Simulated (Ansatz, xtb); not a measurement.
**Ranking isomers of H3SSi2**

6 gas-phase structures of H3SSi2, found in a search over its isomers (lower ones may exist). Each was relaxed with GFN2-xTB:

A. `[SiH2][SiH]=S`, a doublet
B. `[SiH][SiH2][S]`, a doublet
C. `[SiH]1[SiH2]S1`, a doublet
D. a doublet given by its coordinates
E. a doublet given by its coordinates
F. `[SiH3][Si]=S`, a doublet

D (Å):

```xyz
6

S     0.2065   -1.0234   -2.2214
Si   -0.6210    0.6828   -1.0694
Si    1.2334   -2.2149   -0.7812
H     1.7570   -3.3258   -1.5567
H     0.2730   -2.6354    0.2342
H     2.2850   -1.3996   -0.1814
```

Close contacts (Å): S1–Si2 2.22, S1–Si3 2.13, Si3–H4 1.45, Si3–H5 1.46, Si3–H6 1.46.

E (Å):

```xyz
6

S     1.7956   -1.5075    1.3798
Si    0.4166   -1.6595   -1.9314
Si    0.5896   -0.3706   -0.1350
H     0.6902   -2.9107   -2.6779
H    -0.3794   -0.9172   -2.9273
H     1.9529   -2.6605    0.7482
```

Close contacts (Å): S1–Si3 2.25, Si2–Si3 2.22, S1–H6 1.32, Si2–H4 1.48, Si2–H5 1.48.

Problem. Estimate their order in r2SCAN-D4/def2-SVP energy at these geometries, lowest first.

Solution. Calculated order at r2SCAN-D4/def2-SVP: C (0.0), D (3.9), F (4.0), A (8.2), E (24.8), B (43.1) kcal/mol. Less than 1 kcal/mol parts D and F, so the order within that pair means little.

Energies above the lowest of each column, in kcal/mol; the last columns are at B3LYP/6-31G* geometries and were run for some of them only (a dash: not run or not comparable):

```tsv
structure	GFN2-xTB	HF/STO-3G	r2SCAN-D4/def2-SVP	B3LYP/6-31G*	CCSD(T)/def2-SVP + ΔMP2/def2-TZVPP
C	9.9	20.6	0.0	0.8	0.0
D	5.9	0.0	3.9	0.0	1.3
F	0.0	6.2	4.0	0.4	4.4
A	2.7	24.1	8.2	9.4	–
E	20.1	42.2	24.8	–	–
B	22.0	25.2	43.1	–	–
```

CCSD(T)/def2-SVP + ΔMP2/def2-TZVPP puts C lowest of those it was run on; GFN2-xTB picks F, HF/STO-3G picks D, B3LYP/6-31G* picks D. Some further structures that were screened fall inside this span and aren't listed. Flexible structures stand in one conformer each, not always the lowest. Frequencies (B3LYP/6-31G*) were run for C, D, F alone. The ΔMP2 step shifts differences by up to 3.8 kcal/mol, which makes them less sure. Open shells are spin-unrestricted, some with notable spin contamination. ΔMP2 is the change of the MP2 energy from the smaller to the larger basis.

Over these structures GFN2-xTB departs from r2SCAN-D4/def2-SVP by 6.6 kcal/mol on average once a common shift is removed. A GFN2-xTB relaxation took about 0.046 s and the r2SCAN-D4/def2-SVP energy about 3.3 s on a shared host (Ansatz 0.2.0, xtb 6.7.1 (Pople sets with spherical d functions)).
